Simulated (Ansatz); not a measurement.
Cost and result for the atomization energy of `[AlH3]` (4 atoms, 3 bonds).

Total charge 0; spin multiplicity 1. Geometry: relaxed with PBE0-D4/def2-TZVP. Program: Ansatz. All runs use 2 threads of a server CPU on a shared host. Times are those of one run each, without the atoms' runs, and a repeat can differ threefold. Electronic energies, without spin–orbit coupling; frozen cores. CCSD(T)/CBS extrapolates def2-TZVPP and def2-QZVPP, and its time is that of the two runs behind it. T1 = 0.008. HSE06 is the plane-wave form, built on full-range PBE exchange.

CCSD(T)/CBS is a level of theory with its own doubt, some kJ/mol a heavy atom from the limit and from the frozen cores, so smaller differences don't rank the functionals.

```
                           level  functions  wall time
                CCSD(T)/def2-SVP         33     0.15 s
            revPBE-D4/def2-TZVPP         84     0.35 s
              PBE0-D4/def2-TZVPP         84     0.35 s
             BHLYP-D4/def2-TZVPP         84     0.35 s
 PBE-D4/def2-TZVPP (with forces)         84      0.4 s
             HSE06-D4/def2-TZVPP         84      0.4 s
         CAM-B3LYP-D4/def2-TZVPP         84     0.45 s
             PBE-QIDH/def2-TZVPP         84      0.6 s
              CCSD(T)/def2-TZVPP         84     0.85 s
              ωB97X-V/def2-TZVPP         84      1.3 s
ωB97M-V/def2-TZVPP (with forces)         84      1.4 s
              CCSD(T)/def2-QZVPP        160      4.9 s
               CCSD(T)/CBS(def2)          –      5.7 s
```

Q: What atomization energy does each give, and how far from CCSD(T)/CBS? (Best estimate.)

A: The calculation gave: 
| level | atomization (kcal/mol) | difference from CCSD(T)/CBS | per bond |
| --- | --- | --- | --- |
| CCSD(T)/def2-SVP | 203.6 | -10.5 | -3.5 |
| revPBE-D4/def2-TZVPP | 204.0 | -10.1 | -3.4 |
| PBE0-D4/def2-TZVPP | 205.8 | -8.3 | -2.8 |
| BHLYP-D4/def2-TZVPP | 213.4 | -0.7 | -0.2 |
| PBE-D4/def2-TZVPP (with forces) | 204.3 | -9.8 | -3.3 |
| HSE06-D4/def2-TZVPP | 205.8 | -8.3 | -2.8 |
| CAM-B3LYP-D4/def2-TZVPP | 214.9 | 0.8 | 0.3 |
| PBE-QIDH/def2-TZVPP | 207.7 | -6.4 | -2.1 |
| CCSD(T)/def2-TZVPP | 210.2 | -3.9 | -1.3 |
| ωB97X-V/def2-TZVPP | 215.3 | 1.2 | 0.4 |
| ωB97M-V/def2-TZVPP (with forces) | 213.8 | -0.3 | -0.1 |
| CCSD(T)/def2-QZVPP | 212.6 | -1.5 | -0.5 |
| CCSD(T)/CBS(def2) | 214.1 | 0.0 | 0.0 |

From BLYP to BHLYP (50 % exact exchange), in def2-TZVPP and without D4, the atomization energy moves by +4.0 kcal/mol. At CCSD(T), def2-SVP lies −10.5 kcal/mol from the extrapolated value and def2-TZVPP −3.9 kcal/mol: correlation converges slowly with the basis, and small sets miss more of it in the bonded molecule than in its fragments. In def2-TZVPP, CCSD(T) changes the Hartree–Fock value by +42.1 kcal/mol (the triples alone add +0.3 kcal/mol) and MP2 by +36.6 kcal/mol; breaking electron pairs costs correlation energy, which Hartree–Fock lacks.
